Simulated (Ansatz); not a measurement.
# C3H5NO: the cost of one run

Computed with Ansatz 0.2.0 (the levels named in each step, unless a step's input says otherwise).

## (1) The system as given

Bond lengths: C1–C2 1.324 Å, C2–C3 1.485 Å, C3–N4 1.358 Å, C3–O5 1.213 Å, C1–H6 1.077 Å, C1–H7 1.078 Å, C2–H8 1.081 Å, N4–H9 1.006 Å, N4–H10 1.004 Å. Angles: C1–C2–C3 120.9°, C1–C2–H8 122.1°, C3–C2–H8 117.0°, C2–C1–H6 122.8°, C2–C1–H7 119.6°, H6–C1–H7 117.5°, C2–C3–N4 114.2°, C2–C3–O5 123.9°, N4–C3–O5 121.9°, C3–N4–H9 118.6°, C3–N4–H10 122.7°, H9–N4–H10 118.7°.

Structure file:

```xyz
10

C     1.9034   -0.5590   -0.1809
C     0.6177   -0.7591   -0.4257
C    -0.4115    0.1852    0.0798
N    -1.6853   -0.1504   -0.2524
O    -0.1592    1.1739    0.7350
H     2.6748   -1.2230   -0.5322
H     2.2089    0.3001    0.3942
H     0.2671   -1.6066   -0.9984
H    -2.4352    0.4470    0.0526
H    -1.9077   -0.9619   -0.7996
```

## (2) A rough first relaxation, PBE-D4/def2-SVP

This run stands in another session on the same molecule. It ended at:

```xyz
10

C     1.9205   -0.5577   -0.1777
C     0.6186   -0.7703   -0.4338
C    -0.4190    0.1878    0.0801
N    -1.7096   -0.1436   -0.2526
O    -0.1426    1.1853    0.7429
H     2.7069   -1.2374   -0.5383
H     2.2085    0.3275    0.4131
H     0.2917   -1.6458   -1.0222
H    -2.4613    0.4681    0.0647
H    -1.9405   -0.9678   -0.8038
```

## (3) Relaxation, PBE0-D4/def2-TZVPP

This run stands in another session on the same molecule. It ended at:

```xyz
10

C     1.8996   -0.5552   -0.1777
C     0.6160   -0.7626   -0.4302
C    -0.4151    0.1847    0.0775
N    -1.6904   -0.1451   -0.2526
O    -0.1472    1.1711    0.7322
H     2.6681   -1.2284   -0.5352
H     2.1960    0.3110    0.4028
H     0.2902   -1.6217   -1.0090
H    -2.4353    0.4520    0.0582
H    -1.9090   -0.9596   -0.7934
```

## (4) Frequencies, PBE0-D4/def2-TZVPP

Contents of input.yaml:

```yaml
crystal:
  periodic: [false, false, false]
  atoms:
    - { symbol: C, position_ang: [1.89957865, -0.55522444, -0.17768759] }
    - { symbol: C, position_ang: [0.61602382, -0.76257356, -0.43024383] }
    - { symbol: C, position_ang: [-0.41510549, 0.184721, 0.07754716] }
    - { symbol: "N", position_ang: [-1.69036189, -0.14511491, -0.25259558] }
    - { symbol: O, position_ang: [-0.14718353, 1.17112124, 0.73219584] }
    - { symbol: H, position_ang: [2.66808735, -1.22843826, -0.53520705] }
    - { symbol: H, position_ang: [2.19603472, 0.31099975, 0.40275117] }
    - { symbol: H, position_ang: [0.29023809, -1.62172901, -1.00897637] }
    - { symbol: H, position_ang: [-2.43525163, 0.45199435, 0.0581631] }
    - { symbol: H, position_ang: [-1.9089501, -0.95961617, -0.79343685] }
basis:
  gaussian: { orbitals: def2-TZVPP }
hamiltonian:
  xc: pbe0
  dispersion: d4
phonons: {}
```

Launch:

```
ansatz run input.yaml --threads 4 --pin off --max-ram 10240MiB --backend cpu --events-out ev --progress --plain --runs-dir out
```

Q: Estimate wall time and peak memory on 4 threads of Intel Xeon at 2.50GHz (Skylake/Cascade Lake), shared host.

About 4.7 min, with a peak of 0.53 GiB.
